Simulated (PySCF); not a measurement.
C4H4S, SMILES c1ccsc1.

Geometry: B3LYP-D3(BJ)/def2-SVP.

The numbers are results of HF/def2-TZVP (PySCF), not measurements.

```json
{
  "total_energy": "-551.37626 hartree",
  "point_group": "C2v",
  "highest_occupied_level": "-8.89 eV",
  "lowest_empty_level": "3.05 eV",
  "orbital_gap": "11.94 eV",
  "dipole_moment": "0.74 D",
  "quadrupole, principal values (traceless, Buckingham form, about the centre of nuclear charge)": "-8.09, 1.30, 6.79 D·Å",
  "mean_static_polarisability": "58.3 bohr³ (8.64 Å³)",
  "polarisability_principal_values": "37.4, 64.7, 72.9 bohr³"
}
```
